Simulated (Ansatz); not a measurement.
Isomers

Structures of BSi2H5, singlet, relaxed at PBE0-D4/def2-TZVP (vibrations not checked; lower isomers may exist, and structures with a doubtful reference or unclear bonds are left out). Computed with Ansatz 0.2.0 (basis: def2-TZVPP); correlated methods freeze the cores. B3LYP uses VWN-RPA correlation.

(1) Rank them by CCSD(T) energy, lowest first, and give each one's height above the lowest. Links in brackets join atoms within 1.22 times the sum of their covalent radii (1.1 for two metals). (An estimate is asked for; the value comes from the calculation.)
A.
BSi₂H₅ ([SiH][SiH]1[H][BH2]1)
```
8
angstrom
B 0.1834 -0.6185 0.4970
Si 0.0202 1.2158 -0.2175
Si -1.8078 0.1919 -0.9411
H -0.9104 -0.5031 -1.9476
H 0.5491 2.1414 0.8199
H 0.4271 -0.5938 1.6683
H 1.2008 0.0317 -0.1401
H 0.0603 -1.6679 -0.0563
```
B.
BSi₂H₅ ([BH][SiH][SiH3])
```
8
angstrom
B -1.4560 0.5102 -1.3843
Si -0.0598 1.1156 -0.3623
Si 0.8323 -0.7162 0.7464
H -2.1696 0.0751 -2.2209
H -0.2334 2.4206 0.3231
H 0.2969 -0.8644 2.1257
H 2.3148 -0.6247 0.8283
H 0.4749 -1.9162 -0.0560
```
C.
BSi₂H₅ ([SiH2][B][SiH3])
```
8
angstrom
Si -0.8762 1.4196 -1.3141
B -0.2002 0.1621 -0.1676
Si 0.6432 -1.1395 1.0421
H -2.3153 1.4749 -1.6511
H -0.0090 2.4350 -1.9499
H 0.5274 -2.5481 0.5780
H 0.1475 -1.0606 2.4422
H 2.0826 -0.7434 1.0204
```
D.
BSi₂H₅ ([SiH2][Si]1[H][BH2]1)
```
8
angstrom
Si -0.7565 1.1381 -1.5368
B 0.5112 -1.2759 1.1266
Si -0.6393 0.0373 0.3625
H -2.1204 1.6792 -1.7872
H 0.2619 2.2107 -1.7076
H 0.8358 -2.2124 0.4624
H 0.6815 -1.2149 2.3060
H 1.0339 -0.1514 0.5666
```

(2) Do PBE-D4, r2SCAN-D4, PBE0-D4, B3LYP-D4, wB97M-V, HF, MP2 give the same order? (A judgement: the text doesn't fix the answer.)

T1 diagnostic: at most 0.020. The restricted Hartree–Fock reference is unstable towards an unrestricted one at one or more of these structures. A large double-excitation amplitude points to some diradical character; no triplet was computed.

For scale, one of the runs: CCSD(T)/def2-TZVPP, 185 basis functions, launched by `ansatz run in.yaml --threads 2 --pin off --events-out ev --progress --plain --max-ram 4352MiB`. Time: 26 s of wall clock on 2 CPU threads of an Arm Neoverse V2; the host was shared. Peak host memory: 1.7 GiB.

Answers

(1) Computed: D (0.000 eV), B (0.155 eV), A (0.250 eV), C (0.347 eV). Heights count from the lowest.

(2) By the calculation: Lowest first: PBE-D4 D < A < B < C; r2SCAN-D4 D < A < B < C; PBE0-D4 D < A < B < C; wB97M-V D < A < B < C; HF B < C < D < A. The others agree with CCSD(T).
